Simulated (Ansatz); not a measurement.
The input, for Ansatz 0.2.0:

```yaml
crystal:
  periodic: [false, false, false]
  atoms:
    - {symbol: Ti, position_ang: [0.000000, 0.000000, -0.041600]}
    - {symbol: O, position_ang: [0.000000, 0.000000, -1.816700]}
    - {symbol: O, position_ang: [0.000000, 0.000000, 1.858300]}
basis:
  gaussian: {orbitals: def2-SVP}
total_charge: 1
magnetization: {spin_polarized: true, initial_magnetization: 3}
correlation: {method: ccsdt_q, electrons: outside_noble_gas}
```

```sh
$ ansatz run in.yaml --threads 2 --pin off --events-out ev --progress --plain --max-ram 24576MiB --backend cuda --devices 0, --max-vram 18GiB
```

Log:

```
1071 factors; integrals over basis functions are off by at most 2.1e-7 eV
mean field evaluation 1: about -27125.0788 eV, gradient 5.2e1 eV
mean field evaluation 2: about -27125.1605 eV, gradient 5.2e1 eV
mean field evaluation 4: about -27140.3650 eV, gradient 1.0e1 eV
mean field evaluation 8: about -27142.3128 eV, gradient 1.7e0 eV
mean field evaluation 16: about -27143.3415 eV, gradient 2.8e0 eV
mean field evaluation 32: about -27145.3415 eV, gradient 8.2e-1 eV
mean field evaluation 64: about -27145.3376 eV, gradient 2.2e0 eV
mean field evaluation 96: about -27145.3096 eV, gradient 4.6e0 eV
mean field evaluation 128: about -27142.1763 eV, gradient 1.2e0 eV
mean field evaluation 160: about -27142.7480 eV, gradient 1.9e1 eV
...
cycle  15  -11.01695353 eV  change    2.0e-7 eV  update   6.1e-7
cycle  16  -11.01695364 eV  change   -1.1e-7 eV  update   4.6e-7
cycle  17  -11.01695363 eV  change    1.5e-8 eV  update   4.1e-7
cycle  18  -11.01695381 eV  change   -1.8e-7 eV  update   3.8e-7
cycle  19  -11.01695349 eV  change    3.2e-7 eV  update   3.4e-7
cycle  20  -11.01695333 eV  change    1.6e-7 eV  update   3.1e-7
cycle  21  -11.01695263 eV  change    7.0e-7 eV  update   2.7e-7
cycle  22  -11.01695232 eV  change    3.1e-7 eV  update   2.3e-7
cycle  23  -11.01695180 eV  change    5.2e-7 eV  update   2.1e-7
cycle  24  -11.01695160 eV  change    1.9e-7 eV  update   1.9e-7
perturbative correction -0.22241140 eV, -0.0081734681 hartree
Total energy: -27156.57985349 eV, -997.9859022250 hartree
```

Ran on 2 threads of AMD EPYC 7R13 with a shared H100 80 GB, shared host: 36 s wall, 0.96 GiB peak host memory.
